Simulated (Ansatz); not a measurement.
Mulliken charges of C4H4S, SMILES `CC#CC=S` from r2SCAN/def2-TZVPP in Ansatz (PBE0-D4/def2-TZVP geometry).

| atom | x (Å) | y (Å) | z (Å) | charge (e) |
| --- | --- | --- | --- | --- |
| C1 | -0.137 | -1.412 | -1.169 | -0.184 |
| C2 | -0.015 | -0.331 | -0.219 | 0.038 |
| C3 | 0.083 | 0.590 | 0.557 | 0.132 |
| C4 | 0.199 | 1.642 | 1.478 | -0.169 |
| S5 | 0.164 | 3.220 | 1.106 | -0.175 |
| H6 | -1.160 | -1.461 | -1.554 | 0.087 |
| H7 | 0.104 | -2.375 | -0.713 | 0.081 |
| H8 | 0.529 | -1.252 | -2.021 | 0.087 |
| H9 | 0.322 | 1.333 | 2.519 | 0.103 |

By hand: the dipole of these point charges (1 e Å = 4.8032 D).

Σ q r = (-0.040, -0.807, -0.272) e Å, of length 0.853 e Å = 4.10 D.

How does the dipole of the full density compare? (Estimate.)

The calculation gave: (-0.034, -0.754, -0.210) e Å, 3.76 D; the point charges give 1.09 times that, at 3° from its direction.

Point charges leave out the atoms' own dipoles, such as those of lone pairs, and Mulliken's split depends on the basis, so the close match here is no proof of good charges.
